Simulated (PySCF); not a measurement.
P4.
Structure used (GFN2-xTB), in Å, numbered top down from 1:
```
atom  x, y, z in Å
P1     1.2231   -0.1737   -0.5246
P2    -0.4664    1.2020   -0.3631
P3    -0.8169   -0.9519   -0.4635
P4     0.0704   -0.0716    1.3284
```

Theory: TDDFT B3LYP/def2-SVPD, vertical, gas phase, core orbitals frozen in the response (PySCF 2.14.0, density-fitted response routines).

Kohn–Sham orbitals with the atoms that hold most of them (Löwdin shares over 4%, at most four atoms):

```
orbital  ε (eV)                           atoms
 HOMO-3   -8.18  P4 26%, P3 25%, P2 25%, P1 24%
 HOMO-2   -8.18  P2 26%, P1 25%, P3 25%, P4 24%
 HOMO-1   -7.40  P3 25%, P4 25%, P1 25%, P2 25%
   HOMO   -7.39  P4 25%, P3 25%, P1 25%, P2 25%
   LUMO   -0.82  P4 26%, P1 25%, P3 25%, P2 24%
 LUMO+1   -0.82  P1 25%, P2 25%, P3 25%, P4 25%
 LUMO+2   -0.82  P2 25%, P3 25%, P4 25%, P1 25%
```

Within 0.005 eV of a neighbour in this list lie HOMO-3/HOMO-2, HOMO-1/HOMO and LUMO/LUMO+1/LUMO+2 (point group found: Td); within a degenerate set the shares of single atoms can hang on how the components are chosen.

Question: The HOMO–LUMO gap is 6.57 eV. Where does the response calculation put the lowest singlet, and from which orbitals?

Answer: S1 is at 5.30 eV (f = 0.0000), 1.27 eV below the gap, made of HOMO-1/HOMO→LUMO/LUMO+1/LUMO+2 (≥96%). S1/S2/S3 lie within about 0.01 eV of each other. 

Next come S2 at 5.30 eV (f 0.0000), HOMO-1/HOMO→LUMO/LUMO+1/LUMO+2 (≥96%); S3 at 5.30 eV (f 0.0000), HOMO-1/HOMO→LUMO/LUMO+1/LUMO+2 (≥95%); S4 at 5.54 eV (f 0.0000), HOMO-1/HOMO→LUMO+3 (≥95%); S5 at 5.55 eV (f 0.0000), HOMO-1/HOMO→LUMO+4 (≥96%).

Orbitals of the list HOMO-3 to LUMO+2 that lie within 0.01 eV of each other are written together with a slash and their weights summed (≥ marks a lower bound); for degenerate orbitals outside that list single weights are arbitrary.

The run took 4.5 s wall (grids of density and orbitals included) on one thread of an x86-64 server (shared host).
